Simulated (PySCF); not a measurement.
Molecule: `C(CC)[C@@H](C)F`, C₅H₁₁F.

Molfile (atoms numbered from 1):
```
C5H11F
     RDKit          3D

 17 16  0  0  0  0  0  0  0  0999 V2000
    2.5327    0.0070   -0.1708 C   0  0  0  0  0  0  0  0  0  0  0  0
    1.2806   -0.1202    0.6811 C   0  0  0  0  0  0  0  0  0  0  0  0
   -0.0036    0.1021   -0.1042 C   0  0  0  0  0  0  0  0  0  0  0  0
   -1.2579   -0.0695    0.7283 C   0  0  1  0  0  0  0  0  0  0  0  0
   -2.5409    0.1376   -0.0412 C   0  0  0  0  0  0  0  0  0  0  0  0
   -1.2663   -1.3542    1.2509 F   0  0  0  0  0  0  0  0  0  0  0  0
    3.4447   -0.1555    0.4230 H   0  0  0  0  0  0  0  0  0  0  0  0
    2.5341   -0.7303   -0.9897 H   0  0  0  0  0  0  0  0  0  0  0  0
    2.6080    1.0063   -0.6296 H   0  0  0  0  0  0  0  0  0  0  0  0
    1.2373   -1.1188    1.1448 H   0  0  0  0  0  0  0  0  0  0  0  0
    1.3230    0.6002    1.5175 H   0  0  0  0  0  0  0  0  0  0  0  0
   -0.0114    1.1145   -0.5443 H   0  0  0  0  0  0  0  0  0  0  0  0
   -0.0531   -0.6063   -0.9507 H   0  0  0  0  0  0  0  0  0  0  0  0
   -1.2215    0.6207    1.5928 H   0  0  0  0  0  0  0  0  0  0  0  0
   -2.6000    1.1634   -0.4335 H   0  0  0  0  0  0  0  0  0  0  0  0
   -3.4103   -0.0373    0.6085 H   0  0  0  0  0  0  0  0  0  0  0  0
   -2.5956   -0.5632   -0.8882 H   0  0  0  0  0  0  0  0  0  0  0  0
  1  2  1  0
  2  3  1  0
  3  4  1  0
  4  5  1  0
  4  6  1  0
  1  7  1  0
  1  8  1  0
  1  9  1  0
  2 10  1  0
  2 11  1  0
  3 12  1  0
  3 13  1  0
  4 14  1  1
  5 15  1  0
  5 16  1  0
  5 17  1  0
M  END
```

Geometry PBE0-D3(BJ)/def2-SVP throughout; GIAO in PySCF 2.14.0 with density-fitted response routines, gas phase, one conformer, non-relativistic; equivalent atoms averaged; functional PBE0.

For orientation, STO-3G gives these absolute shieldings σ: C3 204.9, C5 214.4, F6 436.3, H14 30.78, H10 31.56, H15/H16/H17 31.73, H13 31.78, H11 31.86, H12 31.92 ppm.

A run gave: C3 150.2, C5 166.9, F6 404.4, H14 28.41, H10 31.00, H15/H16/H17 31.29, H13 31.43, H11 31.73, H12 31.72 ppm (absolute shieldings σ).

**Question.** Which basis set was used in that run?
A. def2-TZVP
B. pcSseg-1
C. pcSseg-0
D. def2-SVP

**Answer.** C. H11 tells them apart best: pcSseg-0 gives 31.73, def2-TZVP gives 30.29, pcSseg-1 gives 30.16, def2-SVP gives 30.32 ppm.
